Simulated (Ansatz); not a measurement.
Geometry optimisation, Ansatz 0.2.0, UKS PBE/def2-SVP.

The input (input.yaml):

```yaml
crystal:
  periodic: [false, false, false]
  atoms:
    - { symbol: B, position_ang: [0.032504, -0.025073, -0.055033] }
    - { symbol: F, position_ang: [0.119946, -0.195464, 1.257422] }
    - { symbol: H, position_ang: [1.074301, 0.117391, -0.669803] }
    - { symbol: H, position_ang: [-1.077096, -0.028498, -0.554896] }
    - { symbol: "N", position_ang: [-0.399164, 0.32558, 3.639144] }
    - { symbol: H, position_ang: [-0.377788, -0.719446, 3.631976] }
    - { symbol: H, position_ang: [0.627298, 0.52551, 3.641189] }
magnetization:
  spin_polarized: true
  initial_magnetization: 1
basis:
  gaussian: { orbitals: def2-SVP }
hamiltonian:
  xc: pbe
relax:
  f_tol: 0.03
  max_steps: 50
output:
  orbitals: {}
```

Launched with:

```bash
$ ansatz run input.yaml --threads 1 --pin off --max-ram 2048MiB --backend cpu --events-out ev --progress --plain --runs-dir out
```

Question: Where does it end, and by what steps?

Answer: It converged. The force dipped under the threshold on the way, but the program's further checks kept it going. After 20 steps the energy has fallen by 0.068 eV; N5 moved furthest, 0.54 Å.

```tsv
step	energy less start (eV)	largest force component (eV/Å)	accepted
0	0.0000	0.319	yes
1	-0.0434	0.513	yes
2	-0.0024	0.933	no
3	-0.0529	0.345	yes
4	-0.0542	0.416	yes
5	-0.0638	0.153	yes
6	-0.0644	0.144	yes
7	-0.0641	0.254	no
8	-0.0655	0.067	yes
9	-0.0615	0.501	no
10	-0.0662	0.023	yes
11	-0.0656	0.144	no
12	-0.0664	0.043	yes
13	-0.0668	0.040	yes
14	-0.0669	0.027	yes
15	-0.0668	0.173	no
16	-0.0672	0.047	yes
17	-0.0674	0.066	yes
18	-0.0671	0.101	no
19	-0.0677	0.028	yes
20	-0.0679	0.019	yes
```

```xyz
7
Properties=species:S:1:pos:R:3
B 0.077 -0.053 -0.161
F 0.315 -0.363 1.112
H 1.034 0.239 -0.854
H -1.079 -0.080 -0.538
N -0.275 0.267 4.158
H -0.628 -0.542 3.594
H 0.555 0.532 3.579
```

The run took 38 s on 1 thread of Arm Neoverse V2, with other jobs on the host, peak memory 0.14 GiB.
